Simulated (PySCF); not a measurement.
Vertical excitation energies

Compound: C3H8N (charge +1).
SMILES: `[NH3+]C1CC1`

Theory: PySCF, TDDFT wB97X-D/def2-SVPD, vertical, gas phase, core orbitals frozen in the response. Isolated species at its PBE0-D3(BJ)/def2-SVP geometry, gas phase.

Task: Predict the UV-vis stick spectrum at this level.

Result: 

| state | E (eV) | E (hartree) | f | symmetry | main configurations (H = HOMO, L = LUMO) |
| --- | --- | --- | --- | --- | --- |
| S1 | 8.52 | 0.3132 | 0.0005 | – | H-1→L (96%) |
| S2 | 8.62 | 0.3167 | 0.0023 | A′ | H→L (94%) |
| S3 | 9.38 | 0.3448 | 0.0020 | A′ | H→L+1 (82%) |
| S4 | 9.44 | 0.3470 | 0.0010 | – | H-1→L+1 (90%) |
| S5 | 10.02 | 0.3684 | 0.010 | A″ | H-2→L (79%) |
| S6 | 10.12 | 0.3719 | 0.011 | A′ | H-1→L+2 (92%) |
| S7 | 10.19 | 0.3746 | 0.015 | A′ | H→L+3 (89%) |
| S8 | 10.23 | 0.3759 | 0.016 | A″ | H-1→L+3 (80%), H→L+2 (10%) |
| S9 | 10.25 | 0.3765 | 0.061 | A″ | H→L+2 (73%) |
| S10 | 10.48 | 0.3853 | 0.0020 | – | H-1→L+4 (57%), H-1→L+6 (24%) |

Triplets (Tamm–Dancoff): T1 8.43 eV, H-1→L (94%); T2 8.57 eV, H→L (93%); T3 9.13 eV, H-1→L+1 (64%), H-1→L+6 (10%); T4 9.16 eV, H→L+1 (74%), H→L+4 (9%).

The lowest singlet comes at 145 nm (822 kJ/mol) in the vacuum ultraviolet; it is dark (f under 0.0005); its leading configuration is HOMO-1→LUMO (96%). The strongest level in the table is S9 at 10.25 eV (121 nm, f = 0.061). Löwdin shares by element: HOMO carbon 83% (atoms not listed hold the other 17%); LUMO hydrogen 52% or more, nitrogen 22% (atoms not listed hold the other 25%). Weighted by f, the mean energy of these states is 10.15 eV. The listed states span 1.96 eV, and the widest gap between neighbours is 0.77 eV (S2 to S3). Orbital energies (eV): HOMO-3 -18.60, HOMO-2 -17.11, HOMO-1 -15.97, HOMO -15.84, LUMO -3.04, LUMO+1 -1.79, LUMO+2 -1.42. No computed singlet lies in the visible range (380 to 750 nm); the lowest, at 145 nm, stands 5.26 eV above its violet end (3.26 eV). The vertical ionisation energy (ΔSCF) is 16.37 eV, 5.88 eV above S10. Symmetry labels in Cs follow from the direction of the transition dipole and are given only for states with f of 0.002 or more. Singlets were solved by full linear response, triplets in the Tamm–Dancoff approximation.
